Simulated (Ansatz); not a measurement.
Relaxation of AlH2OS (5 atoms, charge 0, multiplicity 2), to a largest force component of 0.02 eV/Å in at most 50 steps.

Level of theory: UKS B3LYP-D4/cc-pVDZ in Ansatz 0.2.0.

```xyz
5
Properties=species:S:1:pos:R:3:forces:R:3
O -0.658 -0.950 1.297 -0.84 -2.33 5.32
Al -0.738 -0.342 -0.178 0.47 1.28 -2.95
S 1.487 0.172 -0.311 0.44 -0.11 -1.44
H -0.815 -1.364 2.183 0.06 0.70 -1.60
H 1.370 1.090 0.645 -0.13 0.46 0.66
```

**Question.** Where does it end, and by what steps?

**Answer.** The forces met the threshold. After 8 steps the energy has fallen by 0.822 eV; S3 moved furthest, 0.62 Å.

| step | energy less start (eV) | largest force component (eV/Å) | accepted |
| --- | --- | --- | --- |
| 0 | 0.0000 | 5.321 | yes |
| 1 | -0.4296 | 2.035 | yes |
| 2 | -0.5675 | 0.737 | yes |
| 3 | -0.6115 | 0.486 | yes |
| 4 | -0.6984 | 0.955 | yes |
| 5 | -0.7753 | 1.124 | yes |
| 6 | -0.8179 | 0.156 | yes |
| 7 | -0.8186 | 0.066 | yes |
| 8 | -0.8217 | 0.013 | yes |

```xyz
5
Properties=species:S:1:pos:R:3
O -0.590 -0.849 1.653
Al -0.387 -0.695 -0.067
S 1.300 0.658 -0.651
H -1.281 -1.397 2.046
H 1.604 0.890 0.656
```

Run time: 35 s on 1 thread of Arm Neoverse V1 (shared host), peak memory 0.15 GiB.
